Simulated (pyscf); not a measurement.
Optimised with ωB97X-D3(BJ)/def2-SVP in PySCF. Correlated levels are frozen-core, on RHF or UHF. ΔMP2 is the change of the MP2 total energy from the triple- to the quadruple-zeta basis.

SMILES: [CH3][InH][OH]
```xyz
8

C     -0.5380     1.5992    -0.9968
In     0.1174    -0.1745     0.0043
O      0.5108    -1.6414    -1.3045
H      0.1122     2.4513    -0.7471
H     -1.5659     1.8538    -0.6964
H     -0.5127     1.4316    -2.0829
H      0.3605    -0.5637     1.6667
H      0.8069    -2.4658    -0.9028
```

Question: How much does it cost (ΔH, 298 K, CCSD(T)/def2-TZVPP + ΔMP2(QZVPP)) to split H₃C–InH–OH at its In–O bond into [H₃C–InH]• + OH•?

Answer: In–O to [H₃C–InH]• + OH•: 95.3 kcal/mol. The radicals are drawn with the spin at the cut bond; how far it spreads was not checked. Other isomers of [H₃C–InH]• were not searched in full and may lie lower. The CCSD(T) − MP2 part came from Ansatz, without density fitting, on the same reference. The frozen core leaves the outer d or s,p core shells of the metals and heavy elements correlated in the MP2 and CC values, and def2-TZVPP describes them poorly, which can shift differences by a few kcal/mol. Left out: the spin-orbit lowering of OH. Elements past Kr carry the def2 core potentials, without spin-orbit coupling.
